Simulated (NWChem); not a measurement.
Molecule: dimethylamine (C2H7N); SMILES CNC

```xyz
10

C      0.2217    -0.0034     1.2130
N     -0.5781     0.1185     0.0000
C      0.2217    -0.0034    -1.2130
H      0.8213    -0.9324     1.2740
H      0.9189     0.8414     1.2725
H     -0.4322     0.0419     2.0906
H     -1.2918    -0.6073     0.0000
H      0.8213    -0.9324    -1.2740
H     -0.4322     0.0419    -2.0906
H      0.9189     0.8414    -1.2725
```
Atoms are numbered in this order, from 1.

Level: B3LYP/6-31G* (spherical d) (NWChem), optimised geometry, unscaled harmonic frequencies. B3LYP is NWChem's, with the RPA form of VWN correlation.

Q: List the harmonic frequencies with IR intensities, and the thermochemistry.

A: 
```tsv
frequency (cm⁻¹)	IR intensity (km/mol)
246	0.2
273	2.7
388	5.9
801	123.7
956	1.0
1046	10.5
1112	0.0
1182	33.1
1204	7.0
1285	0.4
1467	3.2
1497	1.1
1500	6.3
1513	6.3
1526	8.8
1544	10.8
1548	0.8
2940	46.0
2947	159.4
3069	28.5
3070	54.3
3117	28.4
3117	42.0
3497	1.4
```

```yaml
zero_point_energy: 58.4 kcal/mol
thermal correction to the enthalpy at 298.15 K (with zero-point energy): 61.7 kcal/mol
heat capacity Cv: 13.7 cal/(mol K)
entropy at 298.15 K and 1 atm (symmetry number 1): 64.6 cal/(mol K)
dipole_moment: 1.03 D
```

Rigid rotor and harmonic oscillator.
